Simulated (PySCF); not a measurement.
# Vertical excitation energies

Compound: C4H4O2.
SMILES with atom numbers: `[O:1]=[C:2]([OH:3])[CH:4]1[CH:5]=[CH:6]1` (hydrogens: H7 on O3; H8 on C4; H9 on C5; H10 on C6)

Cartesian coordinates in Å at the PBE0-D3(BJ)/def2-SVP level; atoms count from 1:
```xyz
10
C4H4O2 angstrom
O      1.184   -0.491   -1.310
C      1.035   -0.086   -0.185
O      2.062    0.183    0.633
C     -0.283    0.176    0.468
C     -1.466   -0.641    0.028
C     -1.440    0.574   -0.406
H      2.867   -0.015    0.131
H     -0.205    0.545    1.501
H     -1.913   -1.628    0.090
H     -1.851    1.392   -0.989
```

Method used: TDDFT CAM-B3LYP/def2-SVPD, vertical, gas phase, core orbitals frozen in the response (PySCF 2.14.0, density-fitted response routines).

```
state  E (eV)  ν̃ (cm⁻¹)       f  symmetry  main configurations (H = HOMO, L = LUMO)
   S1    5.78      46580  0.0022        A″     H→L (36%), H→L+2 (30%), H-1→L+2 (17%)
   S2    6.68      53910   0.055        A″     H→L (57%), H-1→L (17%), H-1→L+2 (10%)
   S3    6.74      54390   0.014        A′                  H-2→L (79%), H-3→L (10%)
   S4    7.02      56650  0.0042        A″   H→L+2 (55%), H-1→L+2 (21%), H-1→L (18%)
   S5    7.51      60550   0.064        A′                H→L+1 (66%), H-1→L+1 (20%)
   S6    7.59      61200   0.016        A″   H-1→L (44%), H-1→L+2 (34%), H-4→L (12%)
   S7    7.95      64150   0.087        A′  H→L+3 (63%), H-2→L+2 (11%), H-1→L+1 (9%)
   S8    7.96      64200  0.0036        A″                               H-4→L (78%)
   S9    8.13      65590   0.083        A′                H-2→L+2 (66%), H→L+3 (10%)
  S10    8.32      67140   0.013        A′                H→L+5 (38%), H-1→L+1 (24%)
```

Triplets (Tamm–Dancoff): T1 4.33 eV, H→L (64%), H-1→L (22%); T2 5.36 eV, H→L+2 (41%), H-1→L (20%), H-1→L+2 (17%); T3 6.01 eV, H-2→L (58%), H-2→L+2 (17%), H-3→L+2 (14%); T4 6.46 eV, H-2→L (31%), H-2→L+2 (30%), H-3→L (27%).

The lowest singlet comes at 215 nm (557 kJ/mol) in the ultraviolet; it is very weak; its leading configuration is HOMO→LUMO (36%). The strongest level in the table is S7 at 7.95 eV (156 nm, f = 0.087). S7/S8 lie within about 0.01 eV of each other. Löwdin shares by element: HOMO carbon 55% or more, oxygen 22% or more (atoms not listed hold the other 23%); LUMO carbon 70% or more, oxygen 8% or more (atoms not listed hold the other 22%). Orbital energies (eV): HOMO-3 -11.00, HOMO-2 -10.25, HOMO-1 -9.94, HOMO -9.19, LUMO 0.67, LUMO+1 1.23, LUMO+2 1.29. Of the 10 states listed, 7 reach f = 0.01 and none stays under 0.0005. Weighted by f, the mean energy of these states is 7.63 eV. All these states lie below the vertical ionisation energy of 10.17 eV (ΔSCF). Symmetry labels in Cs follow from the direction of the transition dipole and are given only for states with f of 0.002 or more. Only the lowest 10 singlets were computed, as vertical energies without vibronic structure.

One conformer stands for the species.
